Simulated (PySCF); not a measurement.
carbonyl sulfide (COS), SMILES C(=S)=O. The structure is a stationary point at B3LYP-D3(BJ)/def2-TZVP.

PySCF with TDDFT-PBE/def2-TZVPD puts the lowest singlet excitations at 5.55, 5.78, 5.78, 6.99, 6.99, 7.85 eV.

Problem. What are the lowest excitation roots from ADC(2)/aug-cc-pVDZ (PySCF)? (Estimate from the structure and the level; the computed values follow.)

Solution. 6.02, 6.08, 6.08, 7.40, 7.40, 7.86 eV. S1 differs by 0.47 eV (second minus first; roots are paired by order, and the bases may differ).
